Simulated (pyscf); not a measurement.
One four-centre exchange on the singlet surface with elements of a group swapped. ωB97M-D3(BJ)/def2-TZVP, kcal/mol, from the separated reactants. PySCF, gas phase, ωB97X-D3(BJ)/def2-SVP geometries.

| step | barrier | reaction energy | imaginary mode (i cm⁻¹) |
|---|---|---|---|
| H₂N–Ta(Cl)(Cl)(Cl)–Cl + HCl → Cl–Ta(Cl)(Cl)(Cl)–Cl + NH₃ | … | … | 287 |
| HCl + H₂N–Nb(Cl)(Cl)(Cl)–Cl → Cl–Nb(Cl)(Cl)(Cl)–Cl + NH₃ | 4.4 | -3.8 | 363 |

Complete the blanks.


- H₂N–Ta(Cl)(Cl)(Cl)–Cl + HCl → Cl–Ta(Cl)(Cl)(Cl)–Cl + NH₃, barrier: 3.3
- H₂N–Ta(Cl)(Cl)(Cl)–Cl + HCl → Cl–Ta(Cl)(Cl)(Cl)–Cl + NH₃, reaction energy: -4.1

Row 1: On the reactant side the descent ends in an adduct with a Cl–Ta contact, 2.8 kcal/mol under the separated species and 2.1 kcal/mol under the saddle at ωB97X-D3(BJ)/def2-TZVP. On the product side the descent ends in an adduct with a N–Ta contact, 34.0 kcal/mol under the separated species and 40.3 kcal/mol under the saddle at ωB97X-D3(BJ)/def2-TZVP. Row 2: On the reactant side the descent ends in an adduct with a Cl–Nb contact, 1.9 kcal/mol under the separated species and 3.0 kcal/mol under the saddle at ωB97X-D3(BJ)/def2-TZVP. On the product side the descent ends in an adduct with a N–Nb contact, 31.2 kcal/mol under the separated species and 38.8 kcal/mol under the saddle at ωB97X-D3(BJ)/def2-TZVP. Each row is the saddle that its search found. Elements past Kr carry the def2 core potentials, without spin-orbit coupling.
